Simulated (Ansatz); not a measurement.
in.yaml

```yaml
crystal:
  periodic: [false, false, false]
  atoms:
    - {symbol: Si, position_ang: [0.000000, -0.018765, 0.555817]}
    - {symbol: Al, position_ang: [0.000000, -1.387091, -1.709521]}
    - {symbol: H, position_ang: [0.000000, 1.405856, 1.153704]}
basis:
  gaussian: {orbitals: def2-SVP}
magnetization: {spin_polarized: true, initial_magnetization: 0}
correlation: {method: ccsd_t, electrons: valence}
scf: {omitted_lower_state_checks: [cluster_reference]}
output: {forces: true}
```

```sh
$ ansatz run in.yaml --threads 1 --pin off --events-out ev --progress --plain --max-ram 2393MiB
```

Output:

```
these checks for a lower state are left out or cut short: cluster_reference
377 factors; integrals over basis functions are off by at most 1.0e-3 eV
mean field evaluation 1: about -14451.6351 eV, gradient 6.5e0 eV
mean field evaluation 2: about -14451.6355 eV, gradient 6.5e0 eV
mean field evaluation 4: about -14452.4083 eV, gradient 9.0e-1 eV
mean field evaluation 8: about -14452.4375 eV, gradient 6.2e-3 eV
mean field evaluation 16: about -14452.4841 eV, gradient 5.0e-1 eV
mean field evaluation 32: about -14452.8320 eV, gradient 1.3e-2 eV
mean field evaluation 64: about -14452.8413 eV, gradient 2.9e-1 eV
mean field evaluation 96: about -14452.8560 eV, gradient 2.4e-6 eV
mean field evaluation 128: about -14453.7222 eV, gradient 2.4e-6 eV
mean field evaluation 160: about -14453.7221 eV, gradient 2.4e-2 eV
...
cycle  33  -3.87210234 eV  change    2.0e-8 eV  update   8.2e-8
cycle  34  -3.87210235 eV  change   -1.5e-8 eV  update   6.4e-8
cycle  35  -3.87210234 eV  change    8.4e-9 eV  update   5.4e-8
cycle  36  -3.87210234 eV  change    1.1e-9 eV  update   4.3e-8
cycle  37  -3.87210233 eV  change    8.9e-9 eV  update   3.5e-8
cycle  38  -3.87210233 eV  change    2.8e-9 eV  update   3.4e-8
cycle   1  -3.87210242 eV  update   1.5e-7
cycle   2  -3.87210246 eV  change   -3.8e-8 eV  update   7.4e-8
cycle   3  -3.87210248 eV  change   -2.6e-8 eV  update   4.4e-8
cycle   4  -3.87210250 eV  change   -2.1e-8 eV  update   2.9e-8
perturbative correction -0.18793793 eV, -0.0069065915 hartree
WARN: the results are in doubt because among natural orbitals full CI differs from the method by +0.663 eV
the calculation of the forces begins
Total energy: -14457.81929762 eV, -531.3150593255 hartree
Atom 0 at     0.000000    -0.018765     0.555817 Å, force     0.000000    -0.093237    -0.468598 eV/Å
Atom 1 at     0.000000    -1.387091    -1.709521 Å, force    -0.000000     0.566237     0.799548 eV/Å
Atom 2 at     0.000000     1.405856     1.153704 Å, force    -0.000000    -0.473000    -0.330950 eV/Å
Dipole moment:     0.000000    -0.112951    -0.300945 e Å
In doubt: among natural orbitals full CI differs from the method by +0.663 eV
Checks for a lower state left out: cluster_reference
```

Forces (eV/Å):
```
Si   0.000 -0.093 -0.469
Al   0.000  0.566  0.800
H    0.000 -0.473 -0.331
```

Ran on 1 thread of Intel Xeon Platinum 8375C, shared host: 7.5 s wall, 0.13 GiB peak host memory.
